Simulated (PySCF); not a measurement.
One of the candidates below gave these computed data.

All candidates are C3H4O.

* Rotational structure: rotational constants A, B, C: 39.498, 4.524, 4.164 GHz [PBE0-D3(BJ)/def2-TZVP]
* UV, first state: lowest singlet excitation: 3.61 eV (343 nm, f = 0.000) [TDDFT CAM-B3LYP/aug-cc-pVTZ]
* 13C NMR: chemical shifts (computed TMS as zero) by class: 208.0 (1 C), 11.4 (1 C), 6.4 (1 C) ppm [GIAO PBE0/pcSseg-2]
* NMR, other nuclei: isotropic shieldings of nuclei other than C and H, by class: -39 (1 O) ppm [GIAO PBE0/pcSseg-2]
* Polarisability: 40.8 au [CAM-B3LYP/aug-cc-pVTZ]
* 1H NMR: chemical shifts (computed TMS as zero) by class: 2.61 (1 H), 1.65 (3 H) ppm [GIAO PBE0/pcSseg-2]
* Dipole: 1.94 D [CAM-B3LYP/aug-cc-pVTZ]
* Triplet: lowest triplet excitation (Tamm–Dancoff): 3.26 eV [TDA CAM-B3LYP/aug-cc-pVTZ]
* UV, strongest line: among the 10 lowest singlet transitions: S6 at 7.38 eV (168 nm, f = 0.100) [TDDFT CAM-B3LYP/aug-cc-pVTZ]

The electronic properties come from PySCF, for the isolated species, density fitting. Levels stand in brackets. Geometry: PBE0-D3(BJ)/def2-TZVP; no solvent, vibrations or thermal averaging. NMR classes are plain means over equivalent atoms (diastereotopic ones count apart unless rotation or inversion swaps them), as if these changed places fast.

Problem. Which candidate is it?
A. `CC=C=O`
B. `O=C1CC1`
C. `C#CCO`

Solution. A. It is `CC=C=O`. Numbering: `[CH3:1][CH:2]=[C:3]=[O:4]`. Its formula, C3H4O, gives 2 degrees of unsaturation: 0 rings and 2 π bonds in the structure found. 3 carbons fall into 3 classes; from least to most shielded: central carbon of a ketene [C3] (208.0 ppm), outer carbon of cumulated double bonds [C2] (11.4 ppm), methyl carbon [C1] (6.4 ppm). Hydrogen classes from least to most shielded: 1 H on an outer carbon of cumulated double bonds, C2 (2.61 ppm), 3 H on a methyl carbon, C1 (1.65 ppm). The other shieldings belong to: -39 ppm, oxygen bonded to C [O4]. The optimised geometry has point group Cs and is an asymmetric top.

The others, at the same levels:
- `O=C1CC1` fails: it has 2 carbon classes against 3; its computed 13C shifts are 221.2 (1 C), 4.5 (2 C) ppm, 1H shifts are 1.39 (4 H) ppm and lowest singlet excitation is 3.82 eV (324 nm, f = 0.000) (against 3.61 eV).
- `C#CCO` fails: its computed lowest singlet excitation is 6.04 eV (205 nm, f = 0.000) (against 3.61 eV), lowest triplet excitation (Tamm–Dancoff) is 5.36 eV (against 3.26 eV) and strongest line among the 10 lowest singlet transitions is S8 at 7.69 eV (161 nm, f = 0.092) (against S6 at 7.38 eV).

Each candidate is one conformer, not necessarily the lowest. The conformers computed, where there is a choice (atom-mapped SMILES and torsion angles):
- `[CH:1]#[C:2][CH2:3][OH:4]`: H–O4–C3–C2 180°
